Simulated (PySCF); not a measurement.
phosphine cation (H3P), SMILES P (connectivity only; charge and spin as stated), charge +1, multiplicity 2. Atoms are numbered in the order given.

```xyz
4

P      0.0000     0.0000     0.0622
H     -1.1826    -0.6828    -0.3109
H      0.0000     1.3655    -0.3109
H      1.1826    -0.6828    -0.3109
```
Charge +1, spin multiplicity 2.

Coordinates come from a PBE-D3(BJ)/def2-TZVPD optimisation. The spin state was assumed, not searched.

Level of theory: B3LYP/def2-TZVPD run with PySCF.

Mulliken values depend strongly on the basis, most of all with diffuse functions as here. ESP charges are fitted to the potential on shells at 1.4 to 2.0 van der Waals radii. Atomic charges (e):

| atom | meta-Löwdin | Mulliken | ESP fit | Mulliken spin |
|---|---|---|---|---|
| P1 | 0.62 | 0.28 | … | 0.98 |
| H2 | 0.13 | 0.24 | … | 0.01 |
| H3 | 0.13 | 0.24 | … | 0.01 |
| H4 | 0.13 | 0.24 | … | 0.01 |

Problem. Complete the blanks. (The exact figures need the calculation; the answer reports its results.)

Solution. 
- P1, ESP fit: 0.52
- H2, ESP fit: 0.16
- H3, ESP fit: 0.16
- H4, ESP fit: 0.16
